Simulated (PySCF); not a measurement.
Coordinates in bohr (charge 0 multiplicity 1):
```
S     0.0000    0.0000   -0.1017
H     1.8278    0.0000    1.6413
H    -1.8278    0.0000    1.6413
```

All numbers come from wB97X/[S def2-TZVP, H def2-TZVP], no relativity, density fitting, PySCF.

This geometry of H2S is a stationary point at this level.

**Question.** What is the point group?

**Answer.** C2v.

**Question.** Is it a minimum?

**Answer.** Yes: all harmonic wavenumbers are real.

**Question.** What are the dipole moment and the gap between the highest occupied and lowest empty levels?

**Answer.** 1.19 D and 12.82 eV.

**Question.** Give the ideal-gas entropy at 298.15 K and 1 bar by parts.

**Answer.** translation 152.8, rotation 52.6, vibration 0.2, spin 0.0; total 205.6 J/(mol K).

**Question.** What is the atomisation energy, with and without zero-point energy?

**Answer.** 759 kJ/mol without, 719 kJ/mol with.
